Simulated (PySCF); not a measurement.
Compound: hydroxyketene, C2H2O2.
Numbering: `[O:1]=[C:2]=[CH:3][OH:4]` (hydrogens: H5 on C3; H6 on O4)

Geometry (PBE0-D3(BJ)/def2-SVP, Å), atoms numbered from 1 in this order:
```xyz
6
C2H2O2 angstrom
O      2.1609   -0.6720    0.0563
C      1.0939   -0.2089    0.0387
C     -0.1092    0.3504    0.0147
O     -1.2263   -0.3276    0.4386
H     -0.1625    1.4124   -0.2520
H     -1.7328   -0.5846   -0.3408
```

Computed with PySCF at CAM-B3LYP/def2-SVPD, non-relativistic, on one gas-phase PBE0-D3(BJ)/def2-SVP geometry that isn't relaxed in the solvent. The solvent is an IEF-PCM continuum (cavity from Bondi-type radii × 1.2), and excitations are vertical TDDFT with non-equilibrium linear response and a frozen core. The model holds no explicit solvent molecules, cavitation or dispersion.

Gas-phase singlets (H = HOMO, L = LUMO):

```csv
state,E (eV),λ (nm),f,leading configurations
S1,3.009,412,0.000,H→L 96%
S2,5.947,208,0.010,H→L+1 93%
S3,6.562,189,0.004,"H-1→L 86%, H→L+2 12%"
S4,6.683,186,0.005,"H→L+2 81%, H-1→L 12%"
S5,7.341,169,0.003,H→L+3 96%
```

**Question.** Give the list for cyclohexane (ε = 2.017), n² = 2.04.

**Answer.** 
| state | E (eV) | λ (nm) | f | leading configurations | change by rank (eV) |
| --- | --- | --- | --- | --- | --- |
| S1 | 3.001 | 413 | 0.001 | H→L 97% | -0.008 |
| S2 | 5.976 | 207 | 0.013 | H→L+1 94% | +0.029 |
| S3 | 6.557 | 189 | 0.004 | H-1→L 95% | -0.005 |
| S4 | 6.795 | 182 | 0.005 | H→L+2 90% | +0.112 |
| S5 | 7.383 | 168 | 0.004 | H→L+3 95% | +0.042 |

**Question.** How do the frontier levels move from gas to cyclohexane?

**Answer.** 
| orbital | gas (eV) | solvent (eV) | change (eV) | Löwdin shares, gas | Löwdin shares, solvent |
| --- | --- | --- | --- | --- | --- |
| LUMO+2 | 1.76 | 1.90 | +0.14 | O4 29 %, C2 24 %, O1 19 %, H6 15 % | O4 35 %, O1 21 %, C2 18 %, H6 17 % |
| LUMO+1 | 1.18 | 1.30 | +0.12 | C2 30 %, C3 22 %, O4 20 %, H6 14 % | C2 37 %, C3 22 %, O4 14 %, O1 13 % |
| LUMO | -0.47 | -0.39 | +0.08 | C2 36 %, O1 29 %, C3 15 %, O4 11 % | C2 37 %, O1 30 %, C3 15 %, O4 10 % |
| HOMO | -8.17 | -8.10 | +0.07 | C3 37 %, C2 22 %, O1 21 %, O4 14 % | C3 37 %, C2 22 %, O1 21 %, O4 14 % |
| HOMO-1 | -10.91 | -10.82 | +0.09 | O4 72 %, C3 13 %, H5 7 %, H6 4 % | O4 72 %, C3 13 %, H5 7 %, H6 4 % |
| HOMO-2 | -13.38 | -13.33 | +0.05 | O4 47 %, O1 25 %, C3 12 %, C2 9 % | O4 47 %, O1 25 %, C3 13 %, C2 9 % |
| HOMO-3 | -14.16 | -14.12 | +0.04 | O1 51 %, C2 23 %, O4 16 %, C3 6 % | O1 50 %, C2 22 %, O4 17 %, C3 6 % |

The HOMO–LUMO gap goes from 7.70 to 7.71 eV. Rows go by rank; for LUMO+1 the atom shares or the degeneracy differ between the runs, so the row needn't follow one orbital.

The run took 4.4 s on one thread, Arm Neoverse V1 (aarch64), shared host, and the process peaked at 0.46 GiB of memory. This is the whole response run at CAM-B3LYP/def2-SVPD in cyclohexane, SCF included.
